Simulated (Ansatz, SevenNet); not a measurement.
For zinc-blende InAs, the machine-learned potential SevenNet-l3i5 (trained on PBE and PBE+U data) gives:

- equilibrium lattice constant a: 6.192 Å
- bulk modulus B0: 49.1 GPa
- enthalpy of formation: -0.230 eV/atom

Question: What does HSE06 (plane waves, PAW; Ansatz, a first-principles code) give for the same quantities?

Answer: 
- lattice constant a: 6.108 Å (decreases by 1.4 %)
- bulk modulus: 58.0 GPa (goes up by 18 %)
- formation enthalpy: -0.347 eV/atom (moves by -0.117 eV/atom)

For comparison: lattice constant a 6.047 Å (measured, static lattice: zero-point anharmonic expansion removed; as tabulated in Mejia-Rodriguez and Trickey (2018), arXiv:1807.09216); bulk modulus 58.6 GPa (measured, 0 K value with the zero-point phonon effect removed; as tabulated in Mejia-Rodriguez and Trickey (2018), arXiv:1807.09216); formation enthalpy -0.31 eV/atom (measured, 298 K, no zero-point or thermal correction; as tabulated in Zhang et al. (2018), doi:10.1038/s41524-018-0065-z).

Changes are worked out from the printed values.

Unless a cell is named, each level is at its own relaxed cell (SevenNet-l3i5 29.67, HSE06 28.49 Å³/atom).

Levels without +SOC leave out spin–orbit coupling, which shifts energies and cells of such heavy elements.

Caveats: exact exchange on metals is sensitive to the k mesh and can open a false gap (HSE06). Ansatz's density-functional and Hartree–Fock values are scalar-relativistic unless marked +SOC, with PAW data made under PBE.
